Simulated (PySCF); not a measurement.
C4H10O.
Numbering: `[CH3:1][CH:2]([CH3:3])[CH2:4][OH:5]` (hydrogens: H6, H7, H8 on C1; H9 on C2; H10, H11, H12 on C3; H13, H14 on C4; H15 on O5)

Method: PBE0-D3(BJ)/def2-SVP geometry optimisation, gas phase (PySCF 2.14.0).

Q: List the bond lengths, angles and torsions at this level.

A: 
```
                  bond  length (Å)   order
          C1–C2, C2–C3       1.523  single
                 C2–C4       1.521  single
                 C4–O5       1.403  single
C1–H6 and 5 like bonds       1.101  single
                 C2–H9       1.105  single
        C4–H13, C4–H14       1.110  single
                O5–H15       0.961  single
```

Bonds in one row agree within 0.01 Å and their mean is given. Orders are formal, as drawn. A selection of angles:
```
     angle  degrees
  C2–C1–H6    111.3
  H6–C1–H7    107.7
  H6–C1–H8    108.5
  C1–C2–C3    112.0
  C1–C2–C4    111.2
  C1–C2–H9    108.1
  C3–C2–H9    108.5
  C4–C2–H9    106.2
  C2–C4–O5    109.2
 C2–C4–H13    108.7
 O5–C4–H13    111.6
H13–C4–H14    106.8
 C4–O5–H15    108.6
```

Torsions: C1–C2–C4–O5 60° (synclinal); H15–O5–C4–C2 -174° (antiperiplanar). The mirror-image conformer, all signs reversed, is as good.

Of the pairs four or more bonds apart, O5···H8 is among the closest relative to their van der Waals radii: 2.51 Å, 92 % of the sum of Bondi's values. All 3 C–C bonds measure 1.521 to 1.523 Å. O5 (alcohol oxygen) is bent (angle 108.6°).

Point group: C1 (no symmetry element, even within 0.4 Å). Stationary, but not proved a minimum. One conformer, not necessarily the lowest (C1–C2–C4–O5 60°, C2–C4–O5–H -174°).

The run took about 29 s of CPU time (one thread, shared machine). This is the geometry optimisation.
